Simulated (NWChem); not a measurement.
Program: NWChem. System: benzene (C₆H₆), charge 0, spin multiplicity 1, optimised in this run. Level: B3LYP/def2-SVP.

Job file:

```
start mol
memory heap 200 mb stack 900 mb global 1100 mb
geometry units angstroms
  C      1.384583     0.000000     0.000000
  C      0.692299    -1.199092     0.000000
  C     -0.692299    -1.199092     0.000000
  C     -1.384583     0.000000     0.000000
  C     -0.692299     1.199092     0.000000
  C      0.692299     1.199092     0.000000
  H      2.465060     0.000000     0.000000
  H      1.232537    -2.134798     0.000000
  H     -1.232537    -2.134798     0.000000
  H     -2.465060     0.000000     0.000000
  H     -1.232537     2.134798     0.000000
  H      1.232537     2.134798     0.000000
  symmetry group D2h
end
basis spherical
  * library def2-svp
end
dft
  xc b3lyp
  semidirect memsize 60000000 filesize 0
  iterations 100
end
driver
  maxiter 80
end
task dft optimize
```

Output (cleaned and shortened):

```
             Northwest Computational Chemistry Package (NWChem) 7.3.0
             --------------------------------------------------------

                                NWChem Input Module
                                -------------------

 Scaling coordinates for geometry "geometry" by  1.889725989
 (inverse scale =  0.529177249)

 Turning off AUTOSYM since
 SYMMETRY directive was detected!

          ------
          auto-z
          ------

                             Geometry "geometry" -> ""
                             -------------------------

 Output coordinates in angstroms (scale by  1.889725989 to convert to a.u.)

  No.       Tag          Charge          X              Y              Z
 ---- ---------------- ---------- -------------- -------------- --------------
    1 C                    6.0000     1.38458300     0.00000000     0.00000000
    2 C                    6.0000     0.69229900    -1.19909200     0.00000000
    3 C                    6.0000    -0.69229900    -1.19909200     0.00000000
    4 C                    6.0000    -1.38458300     0.00000000     0.00000000
    5 C                    6.0000    -0.69229900     1.19909200     0.00000000
    6 C                    6.0000     0.69229900     1.19909200     0.00000000
    7 H                    1.0000     2.46506000     0.00000000     0.00000000
    8 H                    1.0000     1.23253700    -2.13479800     0.00000000
    9 H                    1.0000    -1.23253700    -2.13479800     0.00000000
   10 H                    1.0000    -2.46506000     0.00000000     0.00000000
   11 H                    1.0000    -1.23253700     2.13479800     0.00000000
   12 H                    1.0000     1.23253700     2.13479800     0.00000000

 Effective nuclear repulsion energy (a.u.)     204.8708995236

            Nuclear Dipole moment (a.u.)
            ----------------------------
        X                 Y               Z
 ---------------- ---------------- ----------------
    -0.0000000000     0.0000000000     0.0000000000

      Symmetry information
      --------------------

 Group name             D2h
 Group number             26
 Group order               8
 No. of unique centers     4

      Symmetry unique atoms

     1    2    7    8


 Summary of "ao basis" -> "" (spherical)
 ------------------------------------------------------------------------------
       Tag                 Description            Shells   Functions and Types
 ---------------- ------------------------------  ------  ---------------------
 *                          def2-svp                  on all atoms

                           NWChem Geometry Optimization
                           ----------------------------

 maximum gradient threshold         (gmax) =   0.000450
 rms gradient threshold             (grms) =   0.000300
 maximum cartesian step threshold   (xmax) =   0.001800
 rms cartesian step threshold       (xrms) =   0.001200
 fixed trust radius                (trust) =   0.300000
 maximum step size to saddle      (sadstp) =   0.100000
 energy precision                  (eprec) =   5.0D-06
 maximum number of steps          (nptopt) =   80
 initial hessian option           (inhess) =    0
 line search option               (linopt) =    1
 hessian update option            (modupd) =    1
 saddle point option              (modsad) =    0
 initial eigen-mode to follow     (moddir) =    0
 initial variable to follow       (vardir) =    0
 follow first negative mode     (firstneg) =    T
[...]
   19 Bend                     2     3     4               120.00040    0.00083
   20 Bend                     2     3     9               119.99992   -0.00045
   21 Bend                     3     2     8               119.99992   -0.00045
   22 Bend                     3     4     5               119.99920   -0.00167
   23 Bend                     3     4    10               120.00040    0.00083
   24 Bend                     4     3     9               119.99968   -0.00039
   25 Bend                     4     5     6               120.00040    0.00083
   26 Bend                     4     5    11               119.99968   -0.00039
   27 Bend                     5     4    10               120.00040    0.00083
   28 Bend                     5     6    12               119.99992   -0.00045
   29 Bend                     6     1     7               120.00040    0.00083
   30 Bend                     6     5    11               119.99992   -0.00045
   31 Torsion                  1     2     3     4          -0.00000    0.00000
   32 Torsion                  1     2     3     9         180.00000    0.00000
   33 Torsion                  1     6     5     4           0.00000    0.00000
   34 Torsion                  1     6     5    11         180.00000    0.00000
   35 Torsion                  2     1     6     5           0.00000    0.00000
   36 Torsion                  2     1     6    12         180.00000    0.00000
   37 Torsion                  2     3     4     5           0.00000    0.00000
   38 Torsion                  2     3     4    10         180.00000    0.00000
   39 Torsion                  3     2     1     6           0.00000    0.00000
   40 Torsion                  3     2     1     7         180.00000    0.00000
   41 Torsion                  3     4     5     6           0.00000    0.00000
   42 Torsion                  3     4     5    11         180.00000    0.00000
   43 Torsion                  4     3     2     8         180.00000    0.00000
   44 Torsion                  4     5     6    12         180.00000    0.00000
   45 Torsion                  5     4     3     9         180.00000    0.00000
   46 Torsion                  5     6     1     7         180.00000    0.00000
   47 Torsion                  6     1     2     8         180.00000    0.00000
   48 Torsion                  6     5     4    10         180.00000    0.00000
   49 Torsion                  7     1     2     8           0.00000    0.00000
   50 Torsion                  7     1     6    12           0.00000    0.00000
   51 Torsion                  8     2     3     9           0.00000    0.00000
   52 Torsion                  9     3     4    10           0.00000    0.00000
   53 Torsion                 10     4     5    11           0.00000    0.00000
   54 Torsion                 11     5     6    12           0.00000    0.00000

 ==============================================================================
                                internuclear distances
 ------------------------------------------------------------------------------
       center one      |      center two      | atomic units |  angstroms
 ------------------------------------------------------------------------------
    2 C                |   1 C                |     2.64342  |     1.39884
    3 C                |   2 C                |     2.64345  |     1.39885
    4 C                |   3 C                |     2.64342  |     1.39884
    5 C                |   4 C                |     2.64342  |     1.39884
    6 C                |   1 C                |     2.64342  |     1.39884
    6 C                |   5 C                |     2.64345  |     1.39885
    7 H                |   1 C                |     2.06597  |     1.09326
    8 H                |   2 C                |     2.06597  |     1.09327
    9 H                |   3 C                |     2.06597  |     1.09327
   10 H                |   4 C                |     2.06597  |     1.09326
   11 H                |   5 C                |     2.06597  |     1.09327
   12 H                |   6 C                |     2.06597  |     1.09327
 ------------------------------------------------------------------------------
                         number of included internuclear distances:         12
 ==============================================================================

 ==============================================================================
                                 internuclear angles
 ------------------------------------------------------------------------------
        center 1       |       center 2       |       center 3       |  degrees
 ------------------------------------------------------------------------------
    2 C                |   1 C                |   6 C                |   120.00
    2 C                |   1 C                |   7 H                |   120.00
    6 C                |   1 C                |   7 H                |   120.00
    1 C                |   2 C                |   3 C                |   120.00
    1 C                |   2 C                |   8 H                |   120.00
    3 C                |   2 C                |   8 H                |   120.00
    2 C                |   3 C                |   4 C                |   120.00
    2 C                |   3 C                |   9 H                |   120.00
    4 C                |   3 C                |   9 H                |   120.00
    3 C                |   4 C                |   5 C                |   120.00
    3 C                |   4 C                |  10 H                |   120.00
    5 C                |   4 C                |  10 H                |   120.00
    4 C                |   5 C                |   6 C                |   120.00
    4 C                |   5 C                |  11 H                |   120.00
    6 C                |   5 C                |  11 H                |   120.00
    1 C                |   6 C                |   5 C                |   120.00
    1 C                |   6 C                |  12 H                |   120.00
    5 C                |   6 C                |  12 H                |   120.00
 ------------------------------------------------------------------------------
                            number of included internuclear angles:         18
 ==============================================================================

 Task  times  cpu:        9.5s     wall:        9.5s

 Total times  cpu:        9.6s     wall:        9.6s
```
